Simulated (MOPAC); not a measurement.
MOPAC input (MNDO):

```
MNDO PRECISE GNORM=0.05 LET XYZ UHF MS=0.5 GEO-OK AUX(PRECISION=9) THREADS=1
C2H3O

C    -0.97165697 1   -0.65156654 1   -0.00520927 1
C     0.00620844 1    0.49447777 1    0.00506174 1
H    -0.45337239 1   -1.61395950 1   -0.01586483 1
H    -1.61078508 1   -0.57064172 1    0.87489567 1
H    -1.61344761 1   -0.55262858 1   -0.88152790 1
O     1.18378704 1    0.45997030 1    0.00292278 1
```

From the last part of the output:

```
                                                       MOPAC v23.2.5 Linux

          FINAL HEAT OF FORMATION =        -16.15544 KCAL/MOL =     -67.59437 KJ/MOL

          COSMO AREA              =         79.68 SQUARE ANGSTROMS
          COSMO VOLUME            =         60.86 CUBIC ANGSTROMS

          GRADIENT NORM           =          0.02261          =       0.00923 PER ATOM
          IONIZATION POTENTIAL    =          8.733335 EV
          ALPHA SOMO LUMO (EV)    =         -8.733  0.761
          BETA  SOMO LUMO (EV)    =        -13.285  1.209
          NO. OF ALPHA ELECTRONS  =          9
          NO. OF BETA  ELECTRONS  =          8
          MOLECULAR WEIGHT        =         43.0451         POINT GROUP:  Cs

          MOLECULAR DIMENSIONS (Angstroms)

            Atom       Atom       Distance
            O     6    H     5     3.19703
            H     4    H     3     1.78268
            O     6    H     3     1.42048

          SCF CALCULATIONS        =         20

   ATOM   CHEMICAL          X               Y               Z
  NUMBER   SYMBOL      (ANGSTROMS)     (ANGSTROMS)     (ANGSTROMS)

     1       C         -1.00933335  *  -0.64926592  *  -0.00510626  *
     2       C          0.06160357  *   0.34941089  *   0.00322592  *
     3       H         -0.62185360  *  -1.69040131  *  -0.01645071  *
     4       H         -1.64093027  *  -0.51929689  *   0.89779020  *
     5       H         -1.64395919  *  -0.50078957  *  -0.90301825  *
     6       O          1.22594624  *   0.57695648  *   0.00421877  *

                             CARTESIAN COORDINATES

   1    C       -1.009333347    -0.649265916    -0.005106265
   2    C        0.061603566     0.349410894     0.003225925
   3    H       -0.621853602    -1.690401308    -0.016450706
   4    H       -1.640930266    -0.519296886     0.897790202
   5    H       -1.643959186    -0.500789570    -0.903018254
   6    O        1.225946235     0.576956485     0.004218767

           Empirical Formula: C2 H3 O  =     6 atoms

      MOLECULAR POINT GROUP   :   Cs

          ALPHA EIGENVALUES
 -43.93627 -33.42157 -20.84628 -16.42633 -16.13239 -15.78015 -14.17914 -13.79007
  -8.73333   0.76080   3.34219   3.58103   3.64330   4.81919   7.26843

           BETA EIGENVALUES
 -43.23153 -33.10589 -19.99278 -15.95275 -15.62745 -15.25301 -13.72620 -13.28536
   1.20870   1.33612   3.65320   3.71721   3.93636   4.91567   8.06248

              NET ATOMIC CHARGES AND DIPOLE CONTRIBUTIONS

  ATOM NO.   TYPE          CHARGE      No. of ELECS.   s-Pop       p-Pop
    1          C           0.088297        3.9117     1.19926     2.71244
    2          C           0.003499        3.9965     1.36059     2.63591
    3          H           0.009336        0.9907     0.99066
    4          H           0.029024        0.9710     0.97098
    5          H           0.029003        0.9710     0.97100
    6          O          -0.159158        6.1592     1.86965     4.28950
 DIPOLE           X         Y         Z       TOTAL
 POINT-CHG.    -1.850    -0.929    -0.007     2.070
 HYBRID        -0.001    -0.464    -0.004     0.464
 SUM           -1.851    -1.393    -0.011     2.317

          ATOMIC ORBITAL ELECTRON POPULATIONS

     Atom    s        px        py        pz
    1  C   1.19926   0.89864   0.86862   0.94518
    2  C   1.36059   0.91942   1.07067   0.64582
    3  H   0.99066
    4  H   0.97098
    5  H   0.97100
    6  O   1.86965   1.22994   1.68200   1.37757

                    (SZ)    =    0.500000
                    (S**2)  =    0.754982

          ATOMIC ORBITAL SPIN POPULATIONS

    Atom   Total    s     px     py     pz
         Atomic
    1  C  0.0457  0.012  0.023  0.008  0.003
    2  C  0.6997  0.109  0.117  0.432  0.041
    3  H  0.0359  0.036
    4  H -0.0018 -0.002
    5  H -0.0018 -0.002
    6  O  0.2222  0.007  0.032  0.225 -0.041

 **********************
 *                    *
 * JOB ENDED NORMALLY *
 *                    *
 **********************

 == MOPAC DONE ==
```

The geometry given is a B3LYP-D3(BJ)/def2-TZVP minimum.
